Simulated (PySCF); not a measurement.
```yaml
atoms:
  - { symbol: O, position_ang: [0.0000, 0.0000, 0.1088] }
  - { symbol: H, position_ang: [0.0000, 0.0000, -0.8703] }
```

Basis set: cc-pVTZ (spherical functions). Frozen core: 1 orbital. Charge -1, multiplicity 1.

Starred EOM-CCSD(T)(a) on the restricted Hartree–Fock determinant with PySCF 2.14.0; the energies are vertical.

Task: The solver was asked for the few lowest roots only. Give the ionization energies of singlet OH(-) among them whose weight of singles is over 0.7.

Result:

| root | energy (eV) | weight of singles |
| --- | --- | --- |
| 1 | 0.53 | 0.96 |
| 2 | 0.53 | 0.96 |
| 3 | 4.71 | 0.96 |

Higher main lines weren't sought. Caution: no diffuse functions for an anion.
